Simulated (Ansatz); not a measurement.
# Mo (Im-3m)

The calculation used Ansatz 0.2.0, DFT r2SCAN, scalar-relativistic, plane waves, PAW.

Settings: cutoff 500 eV, Γ-centred mesh 18×18×18 on the computed 1-atom cell, Gaussian smearing of 0.10 eV; no spin polarisation.

The structure is relaxed at this level of theory with its symmetry kept.

It takes space group Im-3m (No. 229, cubic). Conventional cell: a = 3.150 Å, b = 3.150 Å, c = 3.150 Å, α = 90.00°, β = 90.00°, γ = 90.00°. Around Mo (site symmetry m-3m) lie 8 Mo at 2.73 Å.

| Quantity | Value |
| --- | --- |
| Volume per atom | 15.63 Å³ |
| Formation energy from the elements' standard states (uncorrected) | +0.005 eV/atom |
| Generalised Kohn–Sham band gap | none (metal) |
| Density of states at the Fermi level | 0.54 states/eV per cell |
| Löwdin character within 0.5 eV of the Fermi level | Mo 4d 89 %, unprojected 5 % |
| Bulk modulus | 271 GPa |
| Its pressure derivative | 4.3 |
| Bader charges (e) | Mo (1 in the cell) 0.00 |

Cost: 9 runs of about 1.7 core-minutes in all, on Intel Xeon Platinum 8259CL (Skylake/Cascade Lake) (shared hosts).